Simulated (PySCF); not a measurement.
Calculation: PBE-D3(BJ)/def2-TZVP // PBE0-D3(BJ)/def2-TZVP (PySCF). Isolated molecules, 0 K electronic values unless said otherwise. One relaxed conformer stands for a flexible species; it need not be the lowest. Excitations are Tamm–Dancoff values on a coarser integration grid. The basis has no diffuse functions, so Rydberg states are missing or too high.

Reference species (SMILES): `[F][Al]([F])[F]` (neutral, multiplicity 1).

```
Item                      Result
----------------------  --------
HOMO–LUMO gap            7.24 eV
T1 excitation (TDA)      7.12 eV
HOMO                    -9.62 eV
S1 oscillator strength     0.000
```

Changed species: `[OH][Al]([OH])[OH]` (3 of 3 F replaced by OH; the reference has 0 of 3 F replaced by OH).

Predict the effect on the HOMO–LUMO gap, T1 excitation (TDA), HOMO and S1 oscillator strength.

the HOMO–LUMO gap falls by 1.24 eV, to 6.00 eV; the T1 excitation (TDA) decreases by 1.29 eV, to 5.83 eV; the HOMO goes up by 2.33 eV, to -7.29 eV; the S1 oscillator strength stays essentially unchanged.
